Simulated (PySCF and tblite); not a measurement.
Results of a calculation; reference values are marked as such.
Molecule: C6H11 (charge -1), numbered as in [CH2-:1][CH:2]1[CH2:3][CH2:4][CH2:5][CH2:6]1; H named by carrier, a and b as here (out-of-plane angle 48°, Å):

```
C1       2.376   -0.272   -0.179
C2       0.903   -0.262    0.283
C3       0.123    1.079    0.332
C4      -1.349    0.682    0.454
C5      -1.458   -0.698   -0.226
C6      -0.027   -1.077   -0.629
H1a      2.315    0.428   -1.089
H1b      2.813    0.499    0.550
H2       0.844   -0.701    1.298
H3a      0.447    1.727    1.151
H3b      0.293    1.614   -0.608
H4a     -1.629    0.604    1.509
H4b     -2.020    1.416   -0.007
H5a     -1.865   -1.434    0.474
H5b     -2.129   -0.667   -1.090
H6a      0.166   -0.783   -1.664
H6b      0.155   -2.150   -0.550
```

The mean out-of-plane torsion at C1 (0° is planar) is held and the rest relaxed at GFN2-xTB. Energies: revPBE/pcSseg-1 + D3(BJ). Couplings: B3LYP/6-31G* with H pcJ-1, gas phase, for ¹H. Programs: tblite and PySCF.

One held structure gave ²J(H1a,H1b) = -14.2, ³J(H2,H6a) = 9.7, ³J(H1b,H2) = 3.6, ³J(H2,H3b) = 11.4, ²J(H6a,H6b) = -12.3, ²J(H3a,H3b) = -12.5, ³J(H2,H6b) = 5.8, ³J(H2,H3a) = 5.1 Hz.

Question: At which out-of-plane angle was it held?
A. -30°
B. 30°
C. 48°
D. 0°
E. -48°

Answer: E. It lies 1.85 kcal/mol above the lowest point.

The ion is treated without a counter-ion.
